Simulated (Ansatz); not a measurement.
**AlClH3N: basis-set convergence**

How large a basis does AlClH3N need? Two functionals are run in growing sets.

Computed with Ansatz 0.2.0, Gaussian basis. Level: one geometry, several basis sets.

The runs, in order: PBE0-D4/def2-SVP; ωB97M-V/def2-SVP; PBE0-D4/def2-QZVPP; ωB97M-V/def2-QZVPP; the functionals' def2-TZVPP values are taken from earlier runs.

**1. The geometry**

All runs share one geometry, relaxed beforehand with PBE0-D4 in a triple-zeta def2 set.

SMILES `[NH2][AlH][Cl]`, 6 atoms, charge 0, spin multiplicity 1.

Atoms are counted from 1 here; the program's logs count them from 0.

Bond lengths: N1–Al2 1.756 Å, N1–H4 1.007 Å, N1–H5 1.007 Å, Al2–Cl3 2.098 Å, Al2–H6 1.570 Å. Angles: Al2–N1–H4 124.3°, Al2–N1–H5 125.0°, H4–N1–H5 110.7°, N1–Al2–Cl3 117.5°, N1–Al2–H6 121.8°, Cl3–Al2–H6 120.6°.

**2. PBE0-D4 in def2-SVP**

in.yaml reads:

```yaml
crystal:
  periodic: [false, false, false]
  atoms:
    - {symbol: N, position_ang: [-0.631142, 0.250917, -0.718797]}
    - {symbol: Al, position_ang: [0.477642, -0.073806, 0.603565]}
    - {symbol: Cl, position_ang: [1.413475, -1.951548, 0.645578]}
    - {symbol: H, position_ang: [-1.134283, 1.114995, -0.838756]}
    - {symbol: H, position_ang: [-0.852551, -0.395054, -1.458851]}
    - {symbol: H, position_ang: [0.768959, 0.990395, 1.720961]}
basis:
  gaussian: {orbitals: def2-SVP}
hamiltonian: {xc: pbe0, dispersion: d4}
output: {orbitals: {seedname: orbitals}}
```

After this run come: ωB97M-V in def2-SVP; PBE0-D4 in def2-QZVPP; ωB97M-V in def2-QZVPP.

Q: Predict the results of all the runs planned. Wanted: PBE0-D4: double and triple zeta above quadruple; ωB97M-V: double and triple zeta above quadruple.

As calculated:

```
                                       quantity          value
PBE0-D4: double and triple zeta above quadruple  9.26, 0.68 eV
ωB97M-V: double and triple zeta above quadruple  9.25, 0.65 eV
```

**Reading.** For PBE0-D4 the step from double to triple zeta gains 8.58 eV and the next only 0.68 eV. Total energies overstate the basis error of differences, where much of it tends to cancel. The LUMO of ωB97M-V is positive and keeps falling with the basis (1.54 to 0.82 eV): an unbound level that the basis holds in place.
